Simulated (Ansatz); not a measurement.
# Nudged elastic band run: AlH₃O₂

The input (input.yaml):

```yaml
crystal:
  periodic: [false, false, false]
  atoms:
    - { symbol: O, position_ang: [-1.28743, -0.298196, -0.747264] }
    - { symbol: Al, position_ang: [0.270779, 0.291413, -0.421494] }
    - { symbol: O, position_ang: [1.10568, 0.052764, 1.037059] }
    - { symbol: H, position_ang: [-1.880921, -0.81283, -0.201391] }
    - { symbol: H, position_ang: [0.988981, 1.113328, -1.545574] }
    - { symbol: H, position_ang: [0.84501, -0.410379, 1.832465] }
basis:
  gaussian: { orbitals: def2-SVP }
hamiltonian:
  xc: pbe0
  dispersion: d4
neb:
  order_check: false
  images: 9
  f_tol: 0.05
  max_iterations: 60
  initial_path: idpp
  final_atoms:
    - { symbol: O, position_ang: [-1.29380106, -0.52246534, -0.23308456] }
    - { symbol: Al, position_ang: [0.23604679, 0.21939732, -0.29155507] }
    - { symbol: O, position_ang: [1.24324058, 0.10574165, 1.06820506] }
    - { symbol: H, position_ang: [-1.94695434, -0.52837032, -0.93345254] }
    - { symbol: H, position_ang: [0.7776634, 1.01068928, -1.53967583] }
    - { symbol: H, position_ang: [1.02590363, -0.34889259, 1.88336394] }
```

Run as:

```bash
$ ansatz run input.yaml --threads 1 --pin off --max-ram 2048MiB --backend cpu --events-out ev --progress --plain --runs-dir out
```

Output, in part (warnings, iteration lines, the closing report on the highest movable image, with atoms numbered from 0):

```
NEB end point (image 0): max|allowed force component| = 4.354e-3 eV/Å (the criterion of neb.relax_end_points is 1.000e-2)
NEB end point (image 10): max|allowed force component| = 5.527e-3 eV/Å (the criterion of neb.relax_end_points is 1.000e-2)
NEB iter   1: max|band force component| = 6.756e-1 eV/Å  barrier→ = 0.0847 eV  barrier← = 0.1039 eV  Δτ_max = 0.0349 Å  (232 SCF iters)
NEB iter   2: max|band force component| = 2.411e-1 eV/Å  barrier→ = 0.0710 eV  barrier← = 0.0902 eV  CI = image 5  Δτ_max = 0.0245 Å  (202 SCF iters)
NEB iter   3: max|band force component| = 7.674e-2 eV/Å  barrier→ = 0.0672 eV  barrier← = 0.0864 eV  CI = image 5  Δτ_max = 0.0111 Å  (202 SCF iters)
NEB iter   4: max|band force component| = 6.467e-2 eV/Å  barrier→ = 0.0670 eV  barrier← = 0.0862 eV  CI = image 5  Δτ_max = 0.0243 Å  (201 SCF iters)
NEB iter   5: max|band force component| = 1.144e-1 eV/Å  barrier→ = 0.0669 eV  barrier← = 0.0860 eV  CI = image 5  Δτ_max = 0.0121 Å  (203 SCF iters)
NEB iter   6: max|band force component| = 4.465e-2 eV/Å  barrier→ = 0.0668 eV  barrier← = 0.0860 eV  CI = image 5  Δτ_max = 0.0000 Å  (399 SCF iters)
Total energy: -10729.59892245 eV, -394.3054876166 hartree
Atom 0 at    -1.256733    -0.430012    -0.408390 Å, force    -0.013095    -0.014398     0.009974 eV/Å
Atom 1 at     0.256467     0.262752    -0.377106 Å, force    -0.001969     0.021359    -0.014716 eV/Å
Atom 2 at     1.270245     0.155705     0.981078 Å, force     0.017821     0.000011     0.009444 eV/Å
Atom 3 at    -2.117977    -0.821381    -0.439621 Å, force     0.008757     0.004115    -0.002270 eV/Å
Atom 4 at     0.819826     1.060049    -1.606585 Å, force     0.000490    -0.006797     0.002458 eV/Å
Atom 5 at     1.070272    -0.291013     1.804425 Å, force    -0.012004    -0.004289    -0.004890 eV/Å
Dipole moment:    -0.411036    -0.271450     0.175131 e Å
```

It converged. A vibrational analysis at the climbing image gives one clearly imaginary mode, 341i cm⁻¹: a first-order saddle point.

Final band (atoms are numbered from 1 in the order of the input):

```
image  path coordinate (Å)  energy (eV)  angle H4–O1–Al2 (°)
    0                 0.00        0.000                  130
    1                 0.12        0.005                  136
    2                 0.24        0.020                  145
    3                 0.36        0.041                  156
    4                 0.48        0.060                  168
    5                 0.60        0.067                  179
    6                 0.72        0.056                  166
    7                 0.85        0.031                  153
    8                 0.97        0.004                  141
    9                 1.10       -0.014                  132
   10                 1.22       -0.019                  126
```

The run took 86 s on 1 CPU thread of a shared host.
